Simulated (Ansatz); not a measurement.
Calculation: frozen-core CCSD(T)/cc-pVTZ // B3LYP-D3(BJ)/def2-TZVP run with Ansatz (an electronic-structure program). The restricted HF reference is unstable towards unrestricted orbitals.

Ansatz 0.2 input:
```yaml
crystal:
  periodic: [false, false, false]
  atoms:
    - { symbol: C, position_ang: [-0.966367, -0.338349, 0.285968] }
    - { symbol: C, position_ang: [0.015198, 0.403326, -0.222147] }
    - { symbol: C, position_ang: [1.394573, 0.084778, -0.054095] }
    - { symbol: N, position_ang: [2.51527, -0.153772, 0.069337] }
    - { symbol: H, position_ang: [-2.000638, -0.06168, 0.135423] }
    - { symbol: H, position_ang: [-0.763364, -1.232323, 0.85985] }
    - { symbol: H, position_ang: [-0.19467, 1.298021, -0.796198] }
basis:
  gaussian: { orbitals: cc-pVTZ }
correlation:
  method: ccsd_t
```

Output:

```
Functional definition: HF
936 factors; integrals over basis functions are off by at most 1.1e-3 eV
mean field evaluation 1: about -4618.4484 eV, gradient 3.2e1 eV
mean field evaluation 2: about -4618.4536 eV, gradient 3.2e1 eV
mean field evaluation 4: about -4621.1264 eV, gradient 5.2e0 eV
mean field evaluation 8: about -4621.2109 eV, gradient 3.0e-4 eV
mean field evaluation 16: about -4621.2055 eV, gradient 2.6e-1 eV
mean field -4621.21086373 eV, -169.8263668728 hartree, gradient 3.5e-6 eV, S^2 0.000000; 0 other end points of the search recorded, 0 dependent functions left out; unrestricted orbitals would lower it
4 core orbitals not correlated
reference -4621.21086373 eV, -169.8263668728 hartree; 10, 10 occupied and 148, 148 virtual orbitals, 936 factors
second order -17.83501070 eV of doubles, -0.00000000 eV of singles
cycle   1  -17.61248419 eV  change    2.2e-1 eV  update   1.1e-1
cycle   2  -18.16081063 eV  change   -5.5e-1 eV  update   3.5e-2
cycle   3  -18.28550132 eV  change   -1.2e-1 eV  update   1.6e-2
cycle   4  -18.28328798 eV  change    2.2e-3 eV  update   4.7e-3
cycle   5  -18.28608020 eV  change   -2.8e-3 eV  update   2.1e-3
cycle   6  -18.28691032 eV  change   -8.3e-4 eV  update   5.1e-4
cycle   7  -18.28684544 eV  change    6.5e-5 eV  update   2.6e-4
cycle   8  -18.28680501 eV  change    4.0e-5 eV  update   9.2e-5
cycle   9  -18.28679851 eV  change    6.5e-6 eV  update   4.0e-5
cycle  10  -18.28677679 eV  change    2.2e-5 eV  update   1.2e-5
perturbative correction -0.93910411 eV, -0.0345114395 hartree
Total energy: -4640.43674462 eV, -170.5329049639 hartree
```

Cost: around 40 core-seconds (rough).
